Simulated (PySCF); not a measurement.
**[C2H5O2S]-: core ionisation energies**

Species: C2H5O2S (charge -1).
Z-matrix (Å and degrees, PBE0-D3(BJ)/def2-SVP geometry), rows numbered from 1:
```
C 
S   1  1.6742
C   2  1.8230  1  107.86
O   2  1.4864  1  112.59  3   111.15
O   2  1.4874  1  113.52  3  -111.48
H   1  1.0948  2  110.27  3  -118.47
H   1  1.0950  2  110.58  3   111.39
H   3  1.0985  2  108.62  1    59.09
H   3  1.1011  2  107.55  1   178.95
H   3  1.0986  2  108.79  1   -61.19
```

Computed with PySCF, delta-SCF UKS SCAN, pcX-2 on the ionised atom, pcseg-1 elsewhere, spin-free X2C. Each binding energy is the total energy of the core-ionised species, with the hole localised on one atom, minus that of the ground state; both are solved self-consistently, so orbital relaxation is included.

Q: What binding energy does each computed site have?

A: 
| atom(s) | environment | level | binding energy (eV) | 2p1/2 (eV) | above the level's lowest (eV) | count |
| --- | --- | --- | --- | --- | --- | --- |
| S2 | sulfonyl sulfur | S 2p3/2 | 167.73 | 168.96 | 0.00 | 1 |
| C1 | carbon bonded to S and 2 H | C 1s | 283.91 | – | 0.00 | 1 |
| C3 | S-methyl carbon | C 1s | 286.13 | – | +2.22 | 1 |
| O4/O5 | sulfonyl oxygen | O 1s | 531.50 | – | 0.00 | 2 |
| S2 | sulfonyl sulfur | S 1s | 2476.58 | – | 0.00 | 1 |

The listed C 1s values span 2.22 eV, from C1 (bonded to S and 2 H) to C3 (bonded to S and 3 H).

Q: Which effective nuclear charge Zeff reproduces each element's mean 1s value in the hydrogen-like formula E = 13.606 eV × Zeff²?

A: C (Z = 6): mean 285.0 eV, Zeff = 4.58, Z − Zeff = 1.42; O (Z = 8): mean 531.5 eV, Zeff = 6.25, Z − Zeff = 1.75; S (Z = 16): mean 2476.6 eV, Zeff = 13.49, Z − Zeff = 2.51. Means run over the listed sites, weighted by atom count.

The first atom of each set that the bonding makes equivalent was ionised and stands for the set. Spin–orbit and ligand-field terms were added within each 2p shell after the spin-free SCF. 2p1/2 minus 2p3/2 (ligand field included): S 1.23 eV. The species carries charge -1, so core ionisation leaves a neutral species. The basis sets have no added diffuse functions. Geometry: PBE0-D3(BJ)/def2-SVP; no solvent, vibrations or thermal averaging. The geometry's basis has no diffuse functions, a weakness for an anion.
